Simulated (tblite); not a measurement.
Species: C4HN2 (doublet state).
SMILES: `[H]/N=C(\C#[C])C#N`

Computed values, GFN2-xTB/tblite, gas phase, harmonic and unscaled. The method is semi-empirical: single wavenumbers can be off by several per cent or more. Open shells enter through the occupations alone, without spin polarisation, and single modes of such species can be off by tens of per cent.

Harmonic wavenumbers (cm⁻¹): 117.1, 192.2, 214.6, 281.6, 382.7, 536.1, 603.2, 769.0, 778.8, 961.7, 1170.4, 1702.7, 2199.0, 2379.8, 3409.7.

A = 6437, B = 3294, C = 2179 MHz; mass 77.014 u (most abundant isotopes); point group Cs, symmetry number 1; spin multiplicity 2.

**Question.** What is the zero-point energy?

**Answer.** ½Σν̃ = 7849 cm⁻¹ = 22.44 kcal/mol.

**Question.** Entropy at 273.15 K, 1 bar (ideal gas, RRHO, classical rotation)?

**Answer.** Translation 38.53, rotation 26.08, vibration 10.44, spin (R ln 2) 1.38: S = 76.4 cal/(mol K).

**Question.** And Cp and H(273.15 K) − H(0)?

**Answer.** Cp = 20.22 cal/(mol K), of which vibrations give 12.27 (their classical limit is 15 R = 29.8); H(273.15 K) − H(0) = 3.85 kcal/mol without the zero-point energy, 1.68 from vibrations.

**Question.** How do the functions run with temperature in this model?

**Answer.** 
```json
{"T (K)": "100", "S (cal/(mol K))": "60.3", "Cp (cal/(mol K))": "12.5", "H − H(0) (kcal/mol)": "0.96", "G − H(0) (kcal/mol)": "-5.07", "ln q(vib)": "0.34"}
{"T (K)": "200", "S (cal/(mol K))": "70.6", "Cp (cal/(mol K))": "17.4", "H − H(0) (kcal/mol)": "2.47", "G − H(0) (kcal/mol)": "-11.65", "ln q(vib)": "1.34"}
{"T (K)": "300", "S (cal/(mol K))": "78.4", "Cp (cal/(mol K))": "21.1", "H − H(0) (kcal/mol)": "4.40", "G − H(0) (kcal/mol)": "-19.11", "ln q(vib)": "2.47"}
{"T (K)": "500", "S (cal/(mol K))": "90.4", "Cp (cal/(mol K))": "25.9", "H − H(0) (kcal/mol)": "9.14", "G − H(0) (kcal/mol)": "-36.04", "ln q(vib)": "4.65"}
{"T (K)": "800", "S (cal/(mol K))": "103.5", "Cp (cal/(mol K))": "30.0", "H − H(0) (kcal/mol)": "17.57", "G − H(0) (kcal/mol)": "-65.23", "ln q(vib)": "7.52"}
{"T (K)": "1000", "S (cal/(mol K))": "110.4", "Cp (cal/(mol K))": "31.7", "H − H(0) (kcal/mol)": "23.75", "G − H(0) (kcal/mol)": "-86.64", "ln q(vib)": "9.20"}
```

q(vib) and H(0) count from the zero-point level.

**Question.** What must be added to the electronic energy to get the Gibbs energy at 273.15 K and 1 bar?

**Answer.** ZPE + [H(273.15 K) − H(0)] − T·S = 22.44 + 3.85 − 20.88 = 5.41 kcal/mol.

Hindered rotation and anharmonicity are outside this model.

Time: 0.11 s wall. Hardware: one thread, Arm Neoverse V1 (aarch64), shared host with 32 logical CPUs at a one-minute load of 13. This covers the Hessian and the dipole derivatives.
